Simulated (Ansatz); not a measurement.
An input meant for SiFH3 (SiH₃F) (charge 0, singlet).

```yaml
crystal:
  periodic: [false, false, false]
  atoms:
    - {symbol: Si, position_ang: [-0.000277, 0.000497, -0.040373]}
    - {symbol: F, position_ang: [0.010871, -0.019290, 1.559348]}
    - {symbol: H, position_ang: [1.403022, 0.011214, -0.516069]}
    - {symbol: H, position_ang: [-0.710982, 1.221826, -0.486356]}
    - {symbol: H, position_ang: [-0.702634, -1.214246, -0.516549]}
basis:
  gaussian: {orbitals: def2-SVPD}
hamiltonian: {xc: {name: TPSS}}
scf: {lower_state_search: off}
```

```sh
$ ansatz run in.yaml --threads 4 --pin off --events-out ev --progress --plain --max-ram 3916MiB
```

Output, abridged:

```
Error: YAML parse error: error: line 11 column 19: hamiltonian.xc: no functional is named "TPSS"; the names, which are not case-sensitive, are SVWN5, SPW92, PBE, PBE0, PBEsol, revPBE, revPBE0, RPBE, rPW86-PBE, HSE06, wPBEh, LC-wPBE, HISS, HF, BLYP, B3LYP, B3LYP5, BHLYP, CAM-B3LYP, r2SCAN, r2SCANh, r2SCAN0, r2SCAN50, m-r2SCAN, B97, wB97, wB97X, wB97X-V, B97M-V, wB97M-V, B2PLYP, B2GP-PLYP, PBE0-DH, PBE-QIDH
 9 | basis:
10 |   gaussian: {orbitals: def2-SVPD}
11 | hamiltonian: {xc: {name: TPSS}}
12 | scf: {lower_state_search: off}
```

Something in this input is off. What?

The method's name isn't one that the program takes here. The input was rejected before any iteration.
